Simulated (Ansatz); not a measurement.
We consider hcp Mg, described by revPBE (Ansatz, a program for electronic structure, PAW).

Numerical settings: plane-wave cutoff 520 eV, 18×18×12 k mesh (along the axes of the cell as run), Fermi–Dirac smearing 0.05 eV, scalar-relativistic PAW data made under PBE.

Computed points:

| V (Å³/atom) | E − E_lowest (meV/atom) | P (GPa) |
|---|---|---|
| 22.621 | 4.35 | 1.528 |
| 23.092 | 1.05 | 0.727 |
| 23.563 | 0.00 | 0.002 |
| 24.034 | 0.97 | -0.654 |
| 24.506 | 3.78 | -1.247 |

**Question.** Estimate the bulk modulus from the pressures at 23.092 and 24.034 Å³/atom, and compare it with a fit to all energies.

**Answer.** B = −V dP/dV. Between V = 23.092 and 24.034 Å³/atom, dP/dV = (-0.654 − (0.727))/(24.034 − 23.092) = -1.47 GPa per Å³/atom; at the midpoint 23.563 Å³/atom this gives B ≈ 34.5 GPa. The third-order Birch–Murnaghan fit gives V0 = 23.565 Å³/atom, B0 = 34.4 GPa, B′ = 4.0, which lies within 1 % of that estimate.

Shape and atoms are relaxed at each volume.

Measured, for comparison: bulk modulus 38.6 GPa (copied from a table, unchecked, extrapolated to 0 K and zero-point effects removed; as tabulated in Lejaeghere et al. (2013), arXiv:1204.2733). Computed (rounded) less measured: bulk modulus not scored (unchecked).

Note: the bulk modulus comes from volumes at which shape and atoms were relaxed.

Computed values are for the static lattice.
